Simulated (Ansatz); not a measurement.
# C3H3N: the cost of one run

Computed with Ansatz 0.2.0, Gaussian basis. Level: the settings change from run to run.

### Step 1. The relaxed structure

The structure was relaxed beforehand with PBE0-D4 in a triple-zeta def2 set.

SMILES `[H]/N=C\C#C`, 7 atoms, charge 0, spin multiplicity 1.

Atoms are counted from 1 here; the program's logs count them from 0.

Bond lengths: H1–N2 1.021 Å, N2–C3 1.269 Å, C3–C4 1.430 Å, C3–H6 1.092 Å, C4–C5 1.202 Å, C5–H7 1.065 Å. Angles: H1–N2–C3 110.5°, N2–C3–C4 126.0°, N2–C3–H6 118.1°, C4–C3–H6 115.9°, C3–C4–C5 179.5°, C4–C5–H7 179.5°.

As a file:

```xyz
7
charge 0, multiplicity 1
H     0.0596   -1.9223    0.2671
N     0.5769   -1.4142    0.9863
C     0.5148   -0.1641    0.7784
C    -0.1727    0.4762   -0.2999
C    -0.7475    1.0236   -1.2029
H     1.0279    0.4998    1.4770
H    -1.2591    1.5010   -2.0059
```

### Step 2. r2SCAN50/aug-cc-pVTZ

Set apart from the defaults: atoms shaken by 0.15 Å.

in.yaml

```yaml
crystal:
  periodic: [false, false, false]
  atoms:
    - {symbol: H, position_ang: [0.114119, -1.810719, 0.348342]}
    - {symbol: N, position_ang: [0.446878, -1.440983, 0.846163]}
    - {symbol: C, position_ang: [0.792951, -0.285694, 0.924720]}
    - {symbol: C, position_ang: [0.094939, 0.684735, -0.175004]}
    - {symbol: C, position_ang: [-0.694152, 1.174970, -1.161669]}
    - {symbol: H, position_ang: [1.074483, 0.564113, 1.205266]}
    - {symbol: H, position_ang: [-1.347120, 1.469400, -1.903186]}
basis:
  gaussian: {orbitals: aug-cc-pVTZ}
hamiltonian: {xc: {name: r2SCAN50}}
```

The run is started by

```console
ansatz run in.yaml --threads 4 --pin off --events-out ev --progress --plain --max-ram 10444MiB
```

What time and memory should one allow on 4 threads of Arm Neoverse V1, shared host?

About 3.4 s, with a peak of 0.43 GiB.
